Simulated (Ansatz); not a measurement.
A made-up structure of H2S3, closed shell:

S1  (-1.850, -0.402, -0.001)
S2  (-0.304, 0.317, 1.016)
S3  (1.659, 0.492, 0.768)
H4  (-1.669, -0.691, -1.312)
H5  (2.163, 0.285, -0.471)
(Å)

It is relaxed with PBE-D4/def2-SVP and then PBE0-D4/def2-TZVP (Ansatz 0.2.0). Atoms count as bonded within 1.22 times the sum of their covalent radii (H–H: 0.88 Å). The end point is not checked to be a true minimum.

(1) Does its bonding change? (Judge from chemistry; the calculation decides.)

Results:

(1) Computed: No: no bond forms or breaks.

Where it ends: The first stage lowers the energy by 2.13 eV in 11 steps. It ends as H₂S₃ ([SH][S][SH]):
S1  (-1.576, -0.748, 0.103)
S2  (-0.363, 0.752, 0.783)
S3  (1.558, 0.050, 0.790)
H4  (-1.520, -0.463, -1.213)
H5  (1.902, 0.408, -0.463)
(Å)

Labels in which every atom is bracketed show which atoms are joined, not bond orders.

For scale, one of the runs: PBE0-D4/def2-TZVP relaxation, 123 basis functions, launched by `ansatz run in.yaml --threads 2 --pin off --events-out ev --progress --plain --max-ram 4352MiB`. Hardware: 2 CPU threads of an Arm Neoverse V2, shared host. Wall time about 12 s.
